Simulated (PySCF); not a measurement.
# O2 (oxygen) at 6 levels

Aim: a comparison of 6 runs (U-revPBE/aug-cc-pVTZ, U-wB97X/aug-cc-pVTZ, UB2PLYP/aug-cc-pVTZ, UCAM-B3LYP/aug-cc-pVTZ, UTPSS/aug-cc-pVTZ, USCS-MP2/aug-cc-pVTZ) of O2 (oxygen). 

The calculation is run with PySCF 2.14.0.

1 further run of the same task is left out (set aside as unsound or not needed).

## (1) Starting point

O2: 2 atoms, total charge 0, spin state triplet. As SMILES, `O=O`. The shape is that of a PBE0-D4/def2-TZVP optimisation.

Bond lengths: O1–O2 1.193 Å.

## (2) A single-point energy at U-revPBE/aug-cc-pVTZ (run 1)

The input, job.py:

```python
from pyscf import gto, dft

mol = gto.M(
    atom=[
    ('O', (0.509550, -0.164850, 0.262450)),
    ('O', (-0.509550, 0.164850, -0.262450)),
],
    charge=0,
    basis='aug-cc-pvtz',
    verbose=3,
    spin=2,
    max_memory=1860,
)

mf = dft.UKS(mol)
mf.xc = 'revpbe'
mf.conv_tol = 1e-10
mf.grids.level = 5
mf.kernel()
if not mf.converged:
    mf = mf.newton().run(mf.mo_coeff, mf.mo_occ)

e_tot = mf.e_tot
print('E = %.10f Eh' % e_tot)
```

The run is started by

```sh
$ OMP_NUM_THREADS=1 python job.py
```

Standard output:

```text
WARN: HOMO -0.23019844136015 >= LUMO -0.230198471586693

converged SCF energy = -150.351314689807  <S^2> = 2.0048856  2S+1 = 3.0032553
E = -150.3513146898 Eh
```

Wall time 7.8 s (1 thread of Arm Neoverse V1, shared host); peak memory 0.43 GiB.

## (3) The energy at U-wB97X/aug-cc-pVTZ (run 2)

The input, geometry.xyz:

```xyz
2
O2
O      0.509550    -0.164850     0.262450
O     -0.509550     0.164850    -0.262450
```

The input, run.py:

```python
from pyscf import gto, dft

mol = gto.M(
    atom='geometry.xyz',
    charge=0,
    basis='aug-cc-pvtz',
    verbose=3,
    max_memory=1860,
    spin=2,
)

calc0 = dft.UKS(mol)
calc0.xc = 'wb97x'
calc0.grids.level = 5
calc0.conv_tol = 1e-10
calc0.kernel()
if not calc0.converged:
    calc0 = calc0.newton().run(calc0.mo_coeff, calc0.mo_occ)

e_final = calc0.e_tot
print('E = %.10f Eh' % e_final)
```

The run is started by

```sh
$ OMP_NUM_THREADS=1 python run.py
```

Standard output:

```text
WARN: HOMO -0.239341632915902 >= LUMO -0.239341656824681

converged SCF energy = -150.346765327726  <S^2> = 2.0096963  2S+1 = 3.0064573
E = -150.3467653277 Eh
```

It took 11 s on 1 thread of Arm Neoverse V1, shared host; peak memory 0.43 GiB.

Run 3 isn't shown in full; the table further down has it.

## (4) A single-point energy at UCAM-B3LYP/aug-cc-pVTZ (run 4)

The input, job.py:

```python
from pyscf import gto, dft

mol = gto.M(
    atom='''
O      0.962910    -0.311521     0.495959
O     -0.962910     0.311521    -0.495959
''',
    max_memory=1860,
    charge=0,
    unit='bohr',
    verbose=3,
    spin=2,
    basis='aug-cc-pvtz',
)

mf = dft.UKS(mol)
mf.xc = 'cam-b3lyp'
mf.grids.level = 5
mf.conv_tol = 1e-10
mf.kernel()
if not mf.converged:
    mf = mf.newton().run(mf.mo_coeff, mf.mo_occ)

etot = mf.e_tot
print(f'total energy: {etot:.8f} hartree')
```

The run is started by

```sh
$ OMP_NUM_THREADS=1 python job.py
```

Standard output:

```text
WARN: HOMO -0.243671066323489 >= LUMO -0.24367107369045

converged SCF energy = -150.339819975548  <S^2> = 2.0097598  2S+1 = 3.0064995
total energy: -150.33981998 hartree
```

It took 12 s on 1 thread of Arm Neoverse V1, shared host; peak memory 0.43 GiB.

Run 5 isn't shown in full; the table further down has it.

## (5) A single-point energy at USCS-MP2/aug-cc-pVTZ (run 6)

The input, calc.py:

```python
from pyscf import gto, mp

mol = gto.M(
    atom='''
O        0.509550      -0.164850       0.262450
O       -0.509550       0.164850      -0.262450
''',
    basis='aug-cc-pvtz',
    max_memory=1860,
    verbose=4,
    spin=2,
)

mf = mol.UHF()
mf.conv_tol = 1e-10
mf.kernel()
if not mf.converged:
    mf = mf.newton().run(mf.mo_coeff, mf.mo_occ)

pt = mp.MP2(mf, frozen=2).run()
etot = mf.e_tot + 1.2 * pt.e_corr_os + pt.e_corr_ss / 3
print('E(%s) = %.9f' % ('SCS-MP2', etot))
```

The run is started by

```sh
$ OMP_NUM_THREADS=1 python calc.py
```

Standard output:

```text
PySCF version 2.14.0

[... 37 lines left out ...]
WARN: HOMO -0.213246345119732 >= LUMO -0.21324634511976
[... 42 lines left out ...]
converged SCF energy = -149.680352691119  <S^2> = 2.0467555  2S+1 = 3.0310101
[... 1 line left out ...]
******** <class 'pyscf.mp.ump2.UMP2'> ********
nocc = (np.int64(7), np.int64(5)), nmo = (90, 90)
frozen orbitals 2
E(UMP2) = -150.119692422357  E_corr = -0.439339731237586
E(SCS-UMP2) = -150.098194323011  E_corr = -0.417841631891341
E_corr(same-spin) = -0.126191591069726
E_corr(oppo-spin) = -0.31314814016786
E(SCS-MP2) = -150.098194323
```

It took 2.8 s on 1 thread of Arm Neoverse V1, shared host; peak memory 0.21 GiB.

## (6) Overview of the runs

| run | level | frozen core orbitals | integration grid | energy (Eh) | dipole moment (D) of the reference | HOMO energy (eV) | LUMO energy (eV) | wall time |
| --- | --- | --- | --- | --- | --- | --- | --- | --- |
| 1 | U-revPBE/aug-cc-pVTZ | – | 5 | -150.351315 | 0.00 | -6.64 | -4.26 | 7.8 s |
| 2 | U-wB97X/aug-cc-pVTZ | – | 5 | -150.346765 | 0.00 | -11.39 | -0.36 | 11 s |
| 3 | UB2PLYP/aug-cc-pVTZ | 2 | 5 | -150.296293 | 0.00 | -11.21 | -0.81 | 9.3 s |
| 4 | UCAM-B3LYP/aug-cc-pVTZ | – | 5 | -150.339820 | 0.00 | -10.52 | -1.63 | 12 s |
| 5 | UTPSS/aug-cc-pVTZ | – | 5 | -150.406178 | 0.00 | -6.88 | -4.16 | 20 s |
| 6 | USCS-MP2/aug-cc-pVTZ | 2 | – | -150.098194 | 0.00 | -15.05 | 2.57 | 2.8 s |

## (7) Summary of results

| quantity | value |
| --- | --- |
| run 6: total energy | -150.09819 Eh |
| run 6: dipole moment (Hartree–Fock density) | 0.00 D |
| run 6: HOMO energy (Hartree–Fock orbitals) (highest over α and β) | -15.05 eV |
| run 6: LUMO energy (Hartree–Fock orbitals) (lowest over α and β) | 2.57 eV |
| run 6: correlation energy (2 core orbitals frozen) | -417.8 mEh |
| run 6: ⟨S²⟩ of the reference determinant | 2.047 |

In words: Totals of different functionals can't be ranked against each other. All runs together took 63 s, the longest 20 s.
